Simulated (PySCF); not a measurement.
Which functional comes closest?

Molecule: SMILES C#[SiH], CH2Si.

Atoms are numbered as in `[CH:1]#[SiH:2]` (H(Xn): hydrogen on atom n).

Geometry PBE0-D3(BJ)/def2-SVP throughout; GIAO in PySCF 2.14.0 with density-fitted response routines, gas phase, one conformer, non-relativistic; equivalent atoms averaged; basis pcSseg-2.

Reference values (CCSD(T)/CBS (aug-cc-pCVXZ fit); gas (isolated, no vibration); Rzepiela, Kaminsky, Buczek, Broda, Kupka, Molecules 2022, 27, 8230): σ(Si2) = 630.1 ppm.

How do the functionals HF, LDA, PBE, BLYP, BP86, OPBE, KT2, KT3, B97-D, B3LYP, PBE0, mPW1PW91, WP04, B97-2, BHandHLYP, CAM-B3LYP, wB97X-D, LC-wPBE perform against the reference? Times are CPU seconds on shared hosts with different chips, so compare them loosely.

## Answers


| functional | kind | Si2 | abs. error Si | core-s |
| --- | --- | --- | --- | --- |
| HF | Hartree–Fock | 841.2 | 211.1 | 0.92 |
| LDA | LDA | 455.5 | 174.6 | 2.6 |
| PBE | GGA | 478.3 | 151.8 | 3.2 |
| BLYP | GGA | 474.7 | 155.4 | 3.1 |
| BP86 | GGA | 477.6 | 152.5 | 3.1 |
| OPBE | GGA | 498.8 | 131.3 | 3.2 |
| KT2 | GGA | 505.1 | 125.0 | 4.1 |
| KT3 | GGA | 511.8 | 118.3 | 3.1 |
| B97-D | GGA | 490.3 | 139.8 | 3.1 |
| B3LYP | global hybrid | 494.6 | 135.5 | 1.9 |
| PBE0 | global hybrid | 503.5 | 126.6 | 1.9 |
| mPW1PW91 | global hybrid | 503.3 | 126.8 | 1.9 |
| WP04 | global hybrid | 495.4 | 134.7 | 3.5 |
| B97-2 | global hybrid | 506.6 | 123.5 | 3.1 |
| BHandHLYP | global hybrid | 548.6 | 81.5 | 3 |
| CAM-B3LYP | range-separated hybrid | 512.5 | 117.6 | 4.1 |
| wB97X-D | range-separated hybrid | 513.5 | 116.6 | 4.2 |
| LC-wPBE | range-separated hybrid | 531.7 | 98.4 | 7.5 |

For ²⁹Si the closest is BHandHLYP (81.5 ppm) and the furthest HF (211.1 ppm). One molecule is a small sample, and the reference may use another geometry.
